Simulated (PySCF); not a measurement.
# Indirect couplings

Molfile (atoms numbered from 1):
```
C2H2FO
     RDKit          3D

  6  5  0  0  0  0  0  0  0  0999 V2000
   -0.7320   -0.0101   -0.0984 C   0  0  0  0  0  0  0  0  0  0  0  0
    0.6375   -0.1148    0.0198 C   0  0  0  0  0  0  0  0  0  0  0  0
    1.4645   -0.9531   -0.3135 O   0  0  0  0  0  0  0  0  0  0  0  0
    1.1839    1.0261    0.6850 F   0  0  0  0  0  0  0  0  0  0  0  0
   -1.2664    0.8643    0.2766 H   0  0  0  0  0  0  0  0  0  0  0  0
   -1.2831   -0.8146   -0.5905 H   0  0  0  0  0  0  0  0  0  0  0  0
  1  2  2  0
  2  3  1  0
  2  4  1  0
  1  5  1  0
  1  6  1  0
M  CHG  1   3  -1
M  END
```

Method: B3LYP/pcJ-1//PBE0-D3(BJ)/def2-SVP, PySCF 2.14.0 with density-fitted response routines; isolated molecule, single conformer, non-relativistic. Couplings are averaged over pairs made equivalent by symmetry, fast rotation or ring inversion, so a value needn't be that of the named pair in this geometry, while other rotamers aren't included; one pair stands for each set, and the list holds those of at least 0.8 Hz over up to four bonds. One-bond C–F couplings come out tens of Hz too large with common functionals.

Isotopes: $^{13}$C, $^{19}$F, $^{1}$H, $^{17}$O. Couplings to quadrupolar nuclei such as 17O and 33S are rarely resolved in practice.

```
  pair  bonds  J (Hz)
C1, C2      1   121.8
C1, H5      1   166.6
C1, H6      1   162.1
C2, O3      1    24.7
C2, F4      1  -325.0
C1, O3      2    -3.5
C1, F4      2       ?
C2, H6      2       ?
O3, F4      2       ?
H5, H6      2     4.7
O3, H5      3    -1.6
O3, H6      3     0.9
F4, H5      3    -5.5
F4, H6      3       ?
```

Estimate the withheld couplings, with signs.

Answers


- $^{2}J$(C1,F4) = 100.3 Hz (angle at C2 111°)
- $^{2}J$(C2,H6) = 9.1 Hz (angle at C1 119°)
- $^{2}J$(O3,F4) = 17.9 Hz (angle at C2 115°)
- $^{3}J$(F4,H6) = 39.3 Hz (dihedral angle 180°)
